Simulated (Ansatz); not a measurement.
System: 2H MoTe2. Method: LDA (Ansatz, an electronic-structure program, plane waves, PAW).

Numerical settings: plane-wave cutoff 500 eV, 12×12×4 k mesh (along the axes of the cell as run), gaussian smearing 0.02 eV, scalar-relativistic PAW data made under PBE.

Computed at the level's own relaxed cell.

Q: Predict the equilibrium volume per atom, lattice constant a and lattice parameter c.

A: 
* **equilibrium volume per atom**: 23.97 Å³/atom
* **lattice constant a**: 3.473 Å
* **lattice parameter c**: 13.771 Å

Measured, for comparison: lattice constant a 3.518 Å, lattice parameter c 13.974 Å (300 K, no zero-point or thermal correction; as tabulated in arXiv:1605.07067). Computed (rounded) less measured: lattice constant a -1.3 %, lattice parameter c -1.5 %. A static lattice is as a rule a little smaller and stiffer than an uncorrected measurement, which can account for part of this.

Spin–orbit coupling is not included.
